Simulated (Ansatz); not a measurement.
A nudged elastic band was laid between two geometries of CH$_{5}$AlS (8 atoms, charge 0, multiplicity 1).

The calculation used RKS r2SCAN-D4/def2-SVP (Ansatz 0.2.0).

```yaml
movable_images: 8
climbing_image: no
spring: 5.0 eV/Å²
optimiser: quadratic models (default)
start_path: through a guess of the saddle point
force_threshold: 0.03 eV/Å
iteration_limit: 60
end_points: relaxed
```

Image 0:

```xyz
8
Properties=species:S:1:pos:R:3
Al -0.747 -0.315 0.498
S 0.261 -0.479 2.440
C 0.192 0.301 -1.097
H 1.231 0.619 -0.913
H -2.277 -0.732 0.514
H 1.457 -0.044 1.982
H -0.339 1.149 -1.564
H 0.222 -0.498 -1.860
```

Image 9:

```xyz
8
Properties=species:S:1:pos:R:3
Al -0.310 -0.374 0.433
S 0.762 0.402 2.186
C 0.147 0.356 -1.312
H 0.529 -0.432 -1.986
H -1.408 -1.495 0.679
H 0.110 -0.385 3.071
H 0.913 1.147 -1.260
H -0.741 0.782 -1.812
```

Task: What changes between the two ends?

Result: No bond is made or broken.

Task: What energy profile does the band end with?

Result: It converged. The highest image is number 3 of 0 to 9, 0.296 eV above the first end and 0.308 eV above the last; the last end lies 0.012 eV below the first. No image climbed, so the highest image needn't sit at the top of the path.

```tsv
image	path coordinate (Å)	energy (eV)
0	0.00	0.000
1	0.61	0.002
2	1.21	0.130
3	1.82	0.296
4	2.42	0.251
5	3.03	0.072
6	3.63	-0.002
7	4.24	-0.002
8	4.85	-0.008
9	5.45	-0.012
```

Task: What is the geometry of the highest image?

Result: 
```xyz
8
Properties=species:S:1:pos:R:3
Al -0.629 -0.263 0.486
S 0.223 0.366 2.444
C 0.183 0.292 -1.195
H 1.285 0.293 -1.179
H -1.964 -1.122 0.519
H 1.174 -0.595 2.380
H -0.117 1.338 -1.399
H -0.155 -0.308 -2.057
```

Run time: 3.1 min on 2 threads of Intel(R) Xeon(R) Platinum 8259CL CPU @ 2.50GHz (Skylake/Cascade Lake) (shared host), peak memory 0.17 GiB.
